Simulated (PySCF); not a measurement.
# Spin–spin coupling constants

Geometry (Å), atoms numbered from 1 in this order:
```xyz
13

C     0.3527    1.3053   -0.0469
C     1.2972    0.3821   -0.0318
C     0.7305   -1.0061   -0.0510
C    -0.7720   -0.7858    0.1981
C    -1.0218    0.7068   -0.0801
H     0.5017    2.3714   -0.0606
H     2.3599    0.5548   -0.0307
H     0.9141   -1.4700   -1.0245
H     1.1853   -1.6454    0.7072
H    -1.3886   -1.4271   -0.4291
H    -1.0060   -1.0082    1.2394
H    -1.6862    1.1597    0.6574
H    -1.4712    0.8631   -1.0650
```

Indirect spin–spin couplings were computed at B3LYP/pcJ-1 (without the spin–dipole term) (PySCF 2.14) on a GFN2-xTB structure, for the isolated molecule, without vibrational or relativistic corrections. Couplings are averaged over pairs made equivalent by symmetry, fast rotation or ring inversion, so a value needn't be that of the named pair in this geometry, while other rotamers aren't included; one pair stands for each set, and the list holds a selection of those of at least 1.5 Hz over up to four bonds.

Isotopes: ¹³C, ¹H.

| pair | bonds | J (Hz) |
| --- | --- | --- |
| C1, C2 | 1 | 77.4 |
| C1, C5 | 1 | 40.0 |
| C1, H6 | 1 | 167.4 |
| C3, C4 | 1 | 33.8 |
| C3, H8 | 1 | ? |
| C4, H10 | 1 | 135.2 |
| C1, C3 | 2 | ? |
| C1, C4 | 2 | 2.8 |
| C1, H12 | 2 | -6.4 |
| C3, C5 | 2 | 3.1 |
| C3, H7 | 2 | 8.2 |
| C3, H10 | 2 | -2.8 |
| C4, H8 | 2 | -2.3 |
| H8, H9 | 2 | -17.3 |
| C1, H8 | 3 | ? |
| C1, H10 | 3 | ? |
| C3, H6 | 3 | ? |
| C3, H12 | 3 | 1.7 |
| C4, H6 | 3 | ? |
| H6, H7 | 3 | ? |
| H6, H12 | 3 | 3.0 |
| H8, H10 | 3 | 11.0 |
| H8, H11 | 3 | ? |
| H6, H8 | 4 | -3.0 |
| H8, H12 | 4 | 4.2 |
| H8, H13 | 4 | 2.9 |

Task: Estimate the withheld couplings, with signs.

Result: 
- ¹J(C3,H8) = 135.1 Hz (bond length 1.094 Å, sp3 carbon)
- ²J(C1,C3) = 5.9 Hz (angle at C2 112°)
- ³J(C1,H8) = 6.3 Hz (mean over equivalent pairs that range from 5.5 to 7.2 Hz in this conformer)
- ³J(C1,H10) = 2.9 Hz (mean over equivalent pairs that range from 0.1 to 5.7 Hz in this conformer)
- ³J(C3,H6) = 10.7 Hz (dihedral angle 179°)
- ³J(C4,H6) = 7.0 Hz (dihedral angle 171°)
- ³J(H6,H7) = 6.7 Hz (dihedral angle 0°)
- ³J(H8,H11) = 5.6 Hz (mean over equivalent pairs that range from 1.2 to 10.0 Hz in this conformer)
